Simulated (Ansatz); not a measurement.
A calculation on rock-salt HfN returned lattice constant a 4.513 Å, bulk modulus 296 GPa.

For reference: lattice constant a 4.524 Å (measured, room temperature, no zero-point or thermal correction; as tabulated in Seo, Lee, Wen, Petrov, Greene, Gall, J. Appl. Phys. 96, 878 (2004)); bulk modulus 260 GPa (measured, room temperature, no zero-point or thermal correction, our sources range from 260 to 306; as tabulated in Synthesis of Binary Transition Metal Nitrides, Carbides and Borides from the …).

Problem. Which level of theory produced these numbers?
A) PBE0-D3(BJ) (Ansatz (a quantum-chemistry and plane-wave program))
B) HSE06-D3(BJ) (Ansatz)
C) rVV10 (Ansatz)
D) r²SCAN0 (Ansatz)

Solution. D, r²SCAN0 (Ansatz)

The others give: rVV10 4.577 Å, 256 GPa; HSE06-D3(BJ) 4.481 Å, 303 GPa; PBE0-D3(BJ) 4.488 Å, 301 GPa.

Unless a cell is named, each level is at its own relaxed cell (HSE06-D3(BJ) 11.24, PBE0-D3(BJ) 11.30, r²SCAN0 11.49, rVV10 11.99 Å³/atom).

Ansatz's density-functional and Hartree–Fock values are scalar-relativistic unless marked +SOC, with PAW data made under PBE.
